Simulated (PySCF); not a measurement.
Isomers of C6H14 and their computed core-level spectra.

Computed with PySCF 2.14.0, delta-SCF UKS SCAN, pcX-2 on the ionised atom, pcseg-1 elsewhere, spin-free X2C. Geometries: PBE0-D3(BJ)/def2-SVP; isolated species, one conformer each.

Line lists (1s up to Mg, 2p3/2 beyond; areas count atoms within a level, one atom standing for each set equivalent by bonding):
1. C 1s: 290.27 (area 2), 290.40 (area 2), 290.46 (area 2) eV
2. C 1s: 290.28 (area 4), 290.31 (area 2) eV
3. C 1s: 290.22 (area 3), 290.23 (area 1), 290.38 (area 1), 290.42 (area 1) eV

Structures:
A. 2,3-dimethylbutane, `CC(C(C)C)C`
B. 2,2-dimethylbutane, `CCC(C)(C)C`
C. hexane, `CCCCCC`

Question: Match each list to its structure.

Answer: 
- 1 = C: no other candidate has these counts of sites. C 1s: 290.27 chain CH2 carbon (×2), 290.40 chain CH2 carbon (×2), 290.46 methyl carbon (×2).
- 2 = A: no other candidate has these counts of sites. C 1s: 290.28 methyl carbon (×4), 290.31 sp3 CH carbon (×2).
- 3 = B: no other candidate has these counts of sites. C 1s: 290.22 methyl carbon (×3), 290.23 chain CH2 carbon, 290.38 methyl carbon, 290.42 quaternary sp3 carbon.
